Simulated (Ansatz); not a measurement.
# Worked example: SiH2, triplet against SiH₂, singlet

Geometry (PBE0/def2-TZVP stationary point of a singlet), kept for both states (SiH2, singlet: A1; SiH2, triplet: B1):

```tsv
atom	x (Å)	y (Å)	z (Å)
Si	0.0000	-0.0715	0.0000
H	0.0000	0.9958	-1.0900
H	0.0000	0.9958	1.0900
```

Basis cc-pVTZ; Ansatz 0.2.0. Correlated methods freeze the noble-gas cores. Prefix R: restricted or restricted open-shell reference.

Full CI is exact within this basis and frozen core; it isn't the basis-set limit.

| level | E(SiH2, singlet) (hartree) | E(SiH2, triplet) (hartree) |
| --- | --- | --- |
| RCCSD(T) | -290.170690 | -290.124152 |
| PBE | -290.460693 | -290.421184 |
| full CI | -290.171636 | -290.125113 |

Question: Give the vertical gap, SiH2 triplet less SiH2 singlet, at each level in eV (1 hartree = 27.2114 eV), and each error against full CI.

Answer: full CI: (-290.125113 − (-290.171636)) × 27.2114 = 1.266 eV (the reference)
PBE: (-290.421184 − (-290.460693)) × 27.2114 = 1.075 eV, error -0.191 eV
RCCSD(T): (-290.124152 − (-290.170690)) × 27.2114 = 1.266 eV, error 0.000 eV

Total energies of functionals can't be set beside those of wave-function methods, since they hold the core's correlation and their own absolute errors; only the differences compare.

Each level lands on the state that its own search finds. T1 diagnostics of restricted CCSD: 0.014 and 0.025.
